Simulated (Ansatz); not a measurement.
## Worked example: correlation energy of BS⁺, triplet

Geometry: a PBE0/def2-TZVP stationary point for this spin.

```yaml
atoms:
  - { symbol: B, position_ang: [0.0000, 0.0000, 0.0000] }
  - { symbol: S, position_ang: [0.0000, 0.0000, 1.7033] }
```

Basis 6-31G; Ansatz 0.2.0. Correlated methods freeze the noble-gas cores, which leaves 8 electrons in 16 orbitals. R marks a restricted (for open shells ROHF) determinant, U an unrestricted one.

Full CI is exact within this basis and frozen core; it isn't the basis-set limit. The frozen core follows each run's orbitals, which can shift R against U totals by a few meV.

Runs differ by some tens of microhartree through their thresholds and, for an open shell, their frozen cores, so steps under 0.1 kcal/mol mean nothing.

```csv
level,total energy (hartree)
UHF,-421.740315
UMP2,-421.807013
UCCSD,-421.824198
UCCSD(T),-421.828512
UCCSDT,-421.829827
UCCSDT(Q),-421.829794
UCCSDTQ,-421.829653
full CI,-421.829596
```

Task: What is the correlation energy at full CI, and what share of it do UMP2 and UCCSD recover?

Result: E(corr) = -421.829596 − (-421.740315) = -0.089281 hartree = -2.429 eV. UMP2: -0.066698 / -0.089281 = 74.71 %. UCCSD: -0.083883 / -0.089281 = 93.95 %.

Task: By how many kcal/mol does UCCSD(T) miss full CI (1 hartree = 627.509 kcal/mol), and which steps make up the rest?

Result: -421.828512 − (-421.829596) = 0.001084 hartree = 0.68 kcal/mol. Steps: UCCSDT − UCCSD(T) = -0.83, UCCSDT(Q) − UCCSDT = 0.02, UCCSDTQ − UCCSDT(Q) = 0.09, full CI − UCCSDTQ = 0.04 kcal/mol. That is within 1 kcal/mol of the reference in this basis, which itself misses far more of the correlation at the basis-set limit.
